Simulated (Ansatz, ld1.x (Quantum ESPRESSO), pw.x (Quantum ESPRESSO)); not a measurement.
# nitrogen: does the RRKJ potential hold in the solid?

```json
{
 "Element": "N",
 "Generator": "ld1.x (Quantum ESPRESSO) 7.5",
 "Type": "norm-conserving RRKJ (Kleinman–Bylander form)",
 "Functional": "PBEsol",
 "Relativity": "scalar-relativistic",
 "Frozen core": "[He]",
 "Valence charge": "5",
 "Reference configuration": "2s1.5 2p3.5",
 "Partial waves": "2s (bound): rc 0.85 bohr; 2p (bound): rc 2.35 bohr; 3d channel at 0.05 Ry: rc 2.50 bohr",
 "Local potential": "all-electron potential smoothed inside 0.80 bohr (lloc = -2)",
 "Core correction": "none"
}
```

Atomic tests: cutoffs needed: 70 Ry and 100 Ry (the cutoffs (Ry, on a coarse ladder) from which the occupation-weighted sum of valence levels, in a spherical-Bessel basis at the reference potential, stays within 10 and 1 mRy of its value at 400 Ry); ghost test: no extra level below or beside the all-electron valence levels (s, p, d, f tested) (spherical-Bessel basis up to 400 Ry, 20 bohr box); configuration tests: 1 of 7 tests not solved or not reliable.

Crystal test: diamond N in pw.x 7.5, no spin, 11³ k-points, Fermi–Dirac smearing 0.01 Ry, cutoffs 120/480 Ry. The reference is all-electron LAPW (Ansatz 0.2.0) with the same functional, mesh and smearing; V0 and B0 come from Birch–Murnaghan fits to the pressures at five volumes. Errors are pseudo minus all-electron; Δ is the rms difference of the E(V) curves that follow from these fits, minima aligned, over ±6 % about the mean V0. Mesh and smearing are coarse, so the numbers serve the comparison and aren't converged zero-temperature values; the lattice is a test structure that the element need not adopt. Spin polarisation is left out.

```csv
V (Å³/atom),P all-electron (GPa),P pseudo (GPa)
8.396,8.01,13.73
8.617,3.20,9.49
8.838,-1.12,5.50
9.059,-4.99,1.77
9.280,-8.47,-1.69
```

All-electron: a0 = 4.126 Å (V0 = 8.78 Å³/atom), B0 = 167.2 GPa.

Pseudopotential: mean pressure error (GPa): +6.44; a0 (Å): 4.186; a0 error (%): +1.47; B0 error (%): -13.8; Δ (meV/atom): 13.0. The largest radius (2.50 bohr) exceeds half the bond length (1.69 bohr), so the spheres overlap, which is one possible source of error among others. This is a poor potential for the solid. Atomic configuration tests: 1 of 7 tests not solved or not reliable.

**Question.** At the middle volume, how do free energy and pressure move when the wave cutoff is lowered (ecutrho kept at four times it)?

**Answer.**

```json
{"cutoff (Ry)": "54", "shift of F (meV/atom)": "+363.6", "shift of P (GPa)": "-17.52"}
{"cutoff (Ry)": "72", "shift of F (meV/atom)": "+94.4", "shift of P (GPa)": "-5.77"}
{"cutoff (Ry)": "96", "shift of F (meV/atom)": "+14.8", "shift of P (GPa)": "-1.02"}
```

The run at the middle volume (56 k-points, 7 iterations) took about 16 s on one core of a shared host (Intel(R) Xeon(R) Platinum 8488C, 192 threads, 1488 GiB, load 68).
